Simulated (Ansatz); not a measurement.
**Scan of the N1–B2 bond length**

BNH3F (SMILES NBF), closed shell, at its PBE0-D4/def2-TZVP minimum:

```
6
angstrom
N -0.4264 0.1011 -0.5821
B 0.4157 -0.1517 0.4938
F 0.4467 0.7104 1.5159
H -0.4878 -0.5133 -1.3734
H -1.0220 0.9107 -0.6322
H 1.1157 -1.1212 0.5318
```

The bond length N1–B2 (1.389 Å at the minimum) is set to the values below, the two halves moving rigidly along the bond. Each method's energies count from its own value at the PBE0-D4 minimum structure. Ansatz 0.2.0; basis: def2-TZVPP; cores frozen in the correlated methods.

CCSD(T) energies along the scan:
| bond length (Å) | CCSD(T) (kJ/mol) |
| --- | --- |
| 1.223 | 86.7 |
| 1.271 | 41.2 |
| 1.342 | 6.7 |
| 1.425 | 1.4 |
| 1.516 | 23.5 |
| 1.615 | 67.0 |
| 1.720 | 125.0 |
| 1.830 | 190.9 |
| 1.945 | 260.5 |
They count from the CCSD(T) energy at the PBE0-D4 minimum.

Minimum and curvature along this coordinate at CCSD(T): A fifth-order fit through the nearest points gives 1.397 Å, with a curvature of about 43 eV/Å².

Task: Treat the two halves as rigid bodies and work out the harmonic wavenumber of this stretch from that curvature (ν̃ = 521.5 √(k/μ) cm⁻¹ with k in eV/Å² and μ in u).

Result: The halves weigh 16.02 and 30.82 u, so μ = 16.02 × 30.82/46.84 = 10.541 u and ν̃ = 521.5 √(43/10.541) ≈ 1100 cm⁻¹. A true normal mode mixes in other motions, so this is a guide only.

Largest difference from the CCSD(T) curve over the scan: wB97M-V 5.0; HF 28.4; MP2 3.7 kJ/mol. Each curve counts from its own value at the minimum.

The T1 diagnostic stays at or below 0.019.

For scale, one of the runs: CCSD(T)/def2-TZVPP, 135 basis functions (an equivalent command: `ansatz run in.yaml --threads 2`). The run took 22 s on 2 CPU threads (shared host), with 0.77 GiB of host memory at its peak.
